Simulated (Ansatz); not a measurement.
Z-matrix (Å, degrees):
```
N
C 1 1.378
H 1 1.007 2 115.4
H 1 1.006 2 115.8 3 -135.3
C 2 1.330 1 126.0 3 -17.5
H 2 1.083 1 116.1 3 166.4
O 5 1.387 2 118.2 1 3.7
H 5 1.077 2 125.1 1 -175.6
C 7 1.338 5 118.0 2 179.9
O 9 1.194 7 126.1 5 0.1
H 9 1.099 7 108.7 5 -180.0
```

Total charge 0; spin multiplicity 1.

(1) List the CAM-B3LYP/def2-TZVPP orbital energies in eV (the Gaussian-basis code of Ansatz). (Best estimate.)

Results:

(1) The calculation gave: Occupied: -524.24, -522.42, -391.90, -282.54, -279.91, -279.89, -32.92, -30.48, -27.36, -23.04, -20.13, -17.44, -17.32, -16.03, -15.43, -14.88, -14.23, -13.24, -12.13, -11.97, -10.94, -9.87, -7.37. Lowest empty: 0.95, 1.73, 2.55, 2.66, 3.29, 3.70, 4.11, 4.43.
